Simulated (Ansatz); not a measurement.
# AlCCl+ (quartet): from Hartree-Fock to the top rungs, cc-pVDZ

An exercise on one series of results from a longer session: the logs are not shown, and one member is left open.

Computed with Ansatz 0.2.0, Gaussian basis. Level: cc-pVDZ, core rule «outside noble gas», up to 11 orbitals frozen.

To be run: UHF; CCSD(T) on ROHF; CCSD(T) on UHF; BCCD(T) on ROHF; CISD; CCSDT(Q) on ROHF; CCSDT(Q) on UHF; CASSCF and MRCISD+Q, 11 electrons in 11 orbitals; CASSCF and NEVPT2, 11 electrons in 11 orbitals.

20 further runs of the same task are left out: 8 that didn't finish, 12 set aside as unsound or not needed.

### What is computed

The geometry is a PBE0/def2-TZVP stationary point (not a proven minimum) of the parent state, kept for this charge and spin.

3 atoms, charge 1, spin multiplicity 4.

Atoms are counted from 1 here; the program's logs count them from 0.

Bond lengths: Al1–C2 1.945 Å, C2–Cl3 1.645 Å. Angles: Al1–C2–Cl3 180.0°.

The first run:

The input, in.yaml:

```yaml
crystal:
  periodic: [false, false, false]
  atoms:
    - {symbol: Al, position_ang: [0.000000, 0.000000, 1.845217]}
    - {symbol: C, position_ang: [0.000000, 0.000000, -0.099904]}
    - {symbol: Cl, position_ang: [0.000000, 0.000000, -1.745313]}
basis:
  gaussian: {orbitals: cc-pVDZ}
total_charge: 1
magnetization: {spin_polarized: true, initial_magnetization: 3}
hamiltonian: {xc: hf}
output: {orbitals: {seedname: orbitals}}
```

Launch:

```console
> ansatz run in.yaml --threads 1 --pin off --events-out ev --progress --plain --max-ram 2393MiB
```

Steps of the session up to this table: UHF; CCSD(T) on ROHF; CCSD(T) on UHF; BCCD(T) on ROHF; CISD; CCSDT(Q) on ROHF; CCSDT(Q) on UHF; CASSCF and MRCISD+Q, 11 electrons in 11 orbitals; CASSCF and NEVPT2, 11 electrons in 11 orbitals.

One of the session's tables, all rows but one given; the rest of the session is left out.

| method | from UCCSDT(Q) (kcal/mol) |
| --- | --- |
| ROHF | ? |
| UHF | +181.41 |
| RMP2 | +25.31 |
| UMP2 | +27.27 |
| CISD | +23.77 |
| RCCSD | +8.44 |
| UCCSD | +8.27 |
| RCCSD(T) | +1.55 |
| UCCSD(T) | +1.69 |
| BCCD(T) | +1.63 |
| RCCSDT | +0.70 |
| UCCSDT | +0.66 |
| RCCSDT(Q) | +0.18 |
| UCCSDT(Q) | 0 |
| CASSCF valence | +129.27 |
| NEVPT2 valence | +24.80 |
| MRCISD valence | +10.46 |
| MRCISD+Q valence | +1.19 |

**Question.** Estimate the row for ROHF.

As computed: from UCCSDT(Q) (kcal/mol): +187.45. In the column «from UCCSDT(Q) (kcal/mol)» it is the highest.

Among the levels timed on like hardware and quicker than the yardstick, those that no quicker one beats, quickest first: BCCD(T) (2.9 s, +1.63 kcal/mol); RCCSD(T) (6 s, +1.55 kcal/mol); MRCISD+Q valence (21 s, +1.19 kcal/mol).

To keep in mind: Of the multireference levels listed MRCISD+Q valence comes nearest in total energy (+1.19 kcal/mol), which doesn't show that its space is the better one. Restricted and unrestricted rows rest on different reference determinants; where their highest levels disagree by more than a few hundredths of an eV, they describe different states and don't form one ladder.
